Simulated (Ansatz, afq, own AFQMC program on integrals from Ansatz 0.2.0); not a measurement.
# CH₃⁺, singlet in cc-pVDZ, levels against full CI

```csv
atom,x (Å),y (Å),z (Å)
C,0.0591,0.1055,-0.0003
H,1.1523,0.1194,-0.0006
H,-0.4995,1.0452,-0.0031
H,-1.3574,-2.4216,0.0077
```

Basis cc-pVDZ. Noble-gas cores (and the filled d shells of Ga–Kr and In–Xe) are frozen. Ansatz 0.2.0 and our own AFQMC program on the same integrals; the CISD trial comes from CCSD amplitudes, and released means the phaseless constraint is let go. Error bars are statistical, one sigma.

Determinant: RHF, the one that the program's search chose, which needn't be the lowest solution. The geometry is a point of a scan.

Full CI on the same integrals is exact in this basis and with this determinant's frozen core.

Cautions: restricted determinant unstable towards unrestricted (UHF 2.63 eV lower, ⟨S²⟩ 0.97); strong correlation (T1 0.124, weight of the determinant 0.66, largest double 0.61); (T) is large, 8 % of the CCSD correlation; CCSD(T) is in doubt: in a space of 6 electrons in 8 natural orbitals full CI lies 95 meV above it; the CCSDT(Q) amplitudes may be one of several solutions (largest double 0.69); the CCSDTQ amplitudes may be one of several solutions (largest double 0.69); the released energies are still falling, so no released level is given (meV from the phaseless value at times in 1/Eh: -18 ± 4 at 0.24, -22 ± 3 at 0.51, -34 ± 5 at 0.99, -50 ± 5 at 1.62, -61 ± 7 at 2.40).

* T1 diagnostic: 0.1236
* weight of the determinant in the CISD state: 0.656
* size of the correlated space: 6 electrons in 28 orbitals

Reference: full CI, correlation energy -5.485 eV. The cautions show a poor starting determinant, so the rows tell how each method copes with it here, and full CI is the sure value.

```json
{"level": "HF", "E − E(reference) (kcal/mol)": "126.50", "share of correlation (%)": "0.00"}
{"level": "MP2", "E − E(reference) (kcal/mol)": "38.05", "share of correlation (%)": "69.92"}
{"level": "CCSD", "E − E(reference) (kcal/mol)": "6.74", "share of correlation (%)": "94.67"}
{"level": "CCSD(T)", "E − E(reference) (kcal/mol)": "-2.25", "share of correlation (%)": "101.78"}
{"level": "CCSDT", "E − E(reference) (kcal/mol)": "0.37", "share of correlation (%)": "99.71"}
{"level": "CCSDT(Q)", "E − E(reference) (kcal/mol)": "-0.12", "share of correlation (%)": "100.10"}
{"level": "CCSDTQ", "E − E(reference) (kcal/mol)": "0.01", "share of correlation (%)": "99.99"}
{"level": "ph-AFQMC/CISD", "E − E(reference) (kcal/mol)": "4.10 ± 0.09", "share of correlation (%)": "96.76"}
```

CCSDT and higher add their correlation energy to the determinant of the CCSD(T) run, since their own runs factorise the integrals more tightly (a shift of under 2 meV). A walk keeps the symmetry of its determinant, which the program's search chose and which needn't be the lowest solution, so a lower state of the same spin and another symmetry isn't excluded.
